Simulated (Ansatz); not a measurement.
2H MoS2 was calculated with LDA (Ansatz, a program for electronic structure, PAW).

Numerical settings: plane-wave cutoff 520 eV, 12×12×4 k mesh (along the axes of the cell as run), Fermi–Dirac smearing 0.01 eV, no spin polarisation, scalar-relativistic PAW data made under PBE.

Starting structure:

```
MoS2
1.0
    3.16000     0.00000     0.00000
   -1.58000     2.73664     0.00000
    0.00000     0.00000    12.30000
Mo S
2 4
Cartesian
  1.58000   0.91221   9.22500
  0.00000   1.82443   3.07500
  1.58000   0.91221   4.66170
  0.00000   1.82443  10.81170
  0.00000   1.82443   7.63830
  1.58000   0.91221   1.48830
```

Problem. Into what structure does the relaxation of cell and atoms lead at this level, with the symmetry of the start kept?

Solution. The volume drops by 4.1 %; final space group P6_3/mmc.
```
MoS2
1.0
    3.12218     0.00000     0.00000
   -1.56109     2.70389     0.00000
    0.00000     0.00000    12.07711
Mo S
2 4
Cartesian
  1.56109   0.90130   9.05783
  0.00000   1.80259   3.01928
  1.56109   0.90130   4.57345
  0.00000   1.80259  10.61201
  0.00000   1.80259   7.50366
  1.56109   0.90130   1.46510
```
